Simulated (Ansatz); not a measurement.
Mg3⁻. The state is a quartet with charge -1. Geometry r2SCAN/def2-TZVPD; atoms count from 1.

```tsv
atom	x (Å)	y (Å)	z (Å)
Mg1	0.860	0.074	1.818
Mg2	0.534	0.118	-1.937
Mg3	-1.394	-0.192	0.119
```

The highest occupied level of the charge -1 quartet lies above zero (up to 0.23 eV). It is a level of α spin, whose loss leaves a triplet; that state wasn't run at this geometry and level. The electron is either unbound and held by the finite basis, or the level is raised by self-interaction error. At PBE0/def2-TZVPD a doublet of charge -1 lies 1.11 eV below the quartet, each at its own geometry. The structure comes from a short search, and lower isomers may exist.

Problem. Estimate the Mulliken populations from the PBE0/def2-TZVPD orbitals of Ansatz.

Solution. 
```
atom  charge (e)  spin (α − β)
 Mg1       -0.31          0.81
 Mg2       -0.31          0.81
 Mg3       -0.38          1.38
```
Mulliken values and Mayer orders depend strongly on the basis. With diffuse functions, as here, like atoms can get unlike values, and bond orders can come out too low or too high.

Problem. Where does the spin sit?

Solution. Summed by element: Mg 3.00, of 3 unpaired in all. Largest on single atoms: Mg3 1.38, Mg1 0.81, Mg2 0.81.

Problem. And the Mayer bond orders between bonded heavy atoms (over 0.3)?

Solution. Mg1–Mg3 1.11 (2.84 Å); Mg2–Mg3 1.11 (2.84 Å). Values over 0.3 also appear between atoms too far apart for a bond (Mg1–Mg2 0.49 at 3.77 Å); they arise where an orbital or an unpaired electron spreads over both atoms.
